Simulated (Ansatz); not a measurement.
Born–Oppenheimer molecular dynamics of C2H7B (10 atoms, charge 0, multiplicity 1). It goes on from the last frame of an earlier run, with new velocities.

Level of theory: RKS PBE-D4/def2-SVP in Ansatz 0.2.0.

* ensemble: NVE (velocity Verlet)
* time step: 0.5 fs
* steps asked: 100
* starting velocities drawn for: 200 K
* seed: 475620

First frame:

```xyz
10
Properties=species:S:1:pos:R:3
B 0.032 0.064 0.027
C 0.026 -0.036 1.585
H -0.953 -0.517 1.872
H 0.907 -0.533 2.087
H -0.096 0.986 2.108
C 1.369 -0.003 -0.805
H 1.706 -1.062 -0.740
H 1.468 0.279 -1.872
H 2.193 0.463 -0.208
H -1.028 0.192 -0.573
```

(1) How far do the bonds stretch over the last three quarters of this one trajectory? (Pairs bonded in most of those frames.)

Results:

(1) 
```tsv
bond	mean (Å)	spread (Å)	shortest	longest
B1–C2	1.581	0.043	1.51	1.64
B1–C6	1.561	0.028	1.52	1.61
B1–H10	1.224	0.007	1.21	1.24
C2–H3	1.108	0.014	1.09	1.13
C2–H4	1.109	0.015	1.09	1.13
C2–H5	1.122	0.033	1.07	1.17
C6–H7	1.122	0.009	1.10	1.14
C6–H8	1.108	0.005	1.10	1.12
C6–H9	1.109	0.016	1.09	1.13
```

Mean temperature of the second half: 182 K. The conserved energy stayed within 0.094 meV per atom of its start (net change 0.018 meV per atom), so the integration is sound. A run of 0.05 ps of so small a system gives no equilibrium averages.

Run time: 3.1 min on 1 thread of Arm Neoverse V1, with other jobs on the host, peak memory 0.13 GiB.
